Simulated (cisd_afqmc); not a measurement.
Input (AFQMC/CISD/aug-cc-pVDZ; cisd_afqmc is a phaseless AFQMC code with CISD trial states that reads the integrals written by Ansatz):

Ansatz 0.2 input:
```python
import cisd_afqmc

open("ham.yaml", "w").write("""\
crystal:
  periodic: [false, false, false]
  atoms:
    - {symbol: C, position_ang: [0.08031907, 0.62025771, 0.00000000]}
    - {symbol: N, position_ang: [0.08031907, -0.56809529, 0.00000000]}
    - {symbol: H, position_ang: [-1.04414793, 0.25512071, 0.00000000]}
basis:
  gaussian:
    orbitals: aug-cc-pVDZ
magnetization: {spin_polarized: false}
correlation: {method: ccsd, electrons: outside_noble_gas, hamiltonian_folder: ham}
""")
rep = cisd_afqmc.ansatz("ham.yaml")
e_ccsd = rep["correlation"]["coupled_cluster"]["energy"]["hartree"]
out = cisd_afqmc.run("ham", e_ccsd, trial="CISD", walkers=100, populations=8, threads=8, dt=0.005, steps=40, early=24, settle=10, least=32,
    cut=5e-5, rank_cut=2e-4, target=0.0004, seconds=1500, seed=1, memory=17280, gpu=False)
```

Output:

```
orbitals 53, occupied [5], factors 302 of 553, rank of the doubles 111 of 240
E(HF) = -92.813533
E(CCSD) on the cut factors = -93.115545, shift to the whole factors -0.000009
Energy of the trial state on the determinant = -93.115609
  tau behind 7.2 of longer steps, mean of the populations' last blocks
   2.0  -93.12939
   4.0  -93.12900
   6.0  -93.13007
   8.0  -93.12994
  10.0  -93.13017
  12.0  -93.13196
  14.0  -93.13116
  16.0  -93.13019
  18.0  -93.12864
  20.0  -93.13079
blocks 763 (0 outliers left out), error by blocks joined: 1: 0.00022, 2: 0.00028, 4: 0.00033, 8: 0.00037, 16: 0.00039
E(AFQMC/CISD) = -93.13021 +/- 0.00039
```
